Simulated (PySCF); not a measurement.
**LiAl⁺ at UHF-CCSD(T)**

Computed with UHF-CCSD(T); PySCF, no relativity, basis sets Li def2-SVPD, Al def2-SVPD.

| Property | Result |
| --- | --- |
| state | ²Σ⁺ (doublet), unpaired electrons σ ↑ |
| bond length | 314.1 pm |
| harmonic wavenumber | 201 cm⁻¹ |
| force constant | 0.132 mdyn/Å |
| rotational constant Be | 0.3069 cm⁻¹ |
| anharmonicity ωexe | 0.557 cm⁻¹ |
| vibration–rotation constant αe | 0.00330 cm⁻¹ |
| well depth De to Li⁺ + Al | 1.06 eV |
| dissociation energy D0 | 1.05 eV |

Correlated steps freeze 5 core orbitals. Correlated levels converge slowly with the basis: in double zeta they bind strong bonds too weakly, by up to about 1 eV, and carry superposition errors of some tenths. For an ion De counts to the pair picked by the measured ionisation energies or electron affinities, which need not be the lowest pair at this level. The state was picked by a PBE0 search and need not be the measured ground state.
